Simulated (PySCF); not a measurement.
# C3HF2: g tensor and hyperfine couplings

Compound: difluoropropargyl, C₃HF₂ (doublet state).
Numbering: `[CH:1]#[C:2][C:3]([F:4])[F:5]` (hydrogens: H6 on C1)

The calculation used UKS B3LYP, IGLO-III on C F, pcH-1 on H, non-relativistic, mean-field spin-orbit, GIAO in PySCF 2.14.0. Geometry: PBE0-D3(BJ)/def2-SVP; no solvent, vibrations or thermal averaging. Stability of the SCF solution: not tested.

| Item | Value |
| --- | --- |
| g1, g2, g3 | 2.00197, 2.00407, 2.00454 |
| g_iso | 2.00353 |
| Form of g | rhombic: the two nearest values differ by 18 % of g3 − g1 |
| ⟨S²⟩ | 0.7695 (exact 0.7500) |
| α and β electrons | 19, 18 |
| HOMO–LUMO gap, α and β orbitals | 4.94, 6.13 eV |
| Basis functions | 185 |

Isotropic coupling and dipolar principal values T1 to T3, in MHz:

| atom | isotope | a_iso | T1 | T2 | T3 | Mulliken spin population |
| --- | --- | --- | --- | --- | --- | --- |
| C1 | 13C | 45.7 | -45.1 | -33.3 | 78.4 | 0.56 |
| C2 | 13C | -75.3 | -20.4 | -1.9 | 22.4 | -0.26 |
| C3 | 13C | 65.0 | -66.3 | -66.1 | 132.4 | 0.67 |
| F4 | 19F | 97.3 | -185.4 | -154.3 | 339.7 | 0.03 |
| F5 | 19F | 97.4 | -185.5 | -154.4 | 339.9 | 0.03 |
| H6 | 1H | -45.3 | -20.0 | -1.3 | 21.3 | -0.03 |

The largest Mulliken spin populations are on C3 (+0.67), C1 (+0.56) and C2 (-0.26). The angles at C3 add up to 360.0°, so it is planar.

Axes: g1 is normal to the molecular plane and g2 points within 1° of the C1–C2 bond.

Under fast tumbling the dipolar parts average out, and these isotropic splittings remain: 2 × 19F (F4/F5, I = 1/2, 3 lines) with 3.47 mT and 1 × 1H (H6, I = 1/2, 2 lines) with 1.61 mT.

The 13C coupling of C2 (-75.3 MHz) shows only in satellite lines or after enrichment, since that isotope makes up about 1.07 % of natural carbon.

β density exceeds α density at some nuclei, such as C2 (-0.0670) and H6 (-0.0101), spin density in bohr⁻³. In a single determinant that takes different orbitals for the two spins, that is spin polarisation.

Time: 11 s wall. Hardware: one thread, x86-64 server, on a shared host.
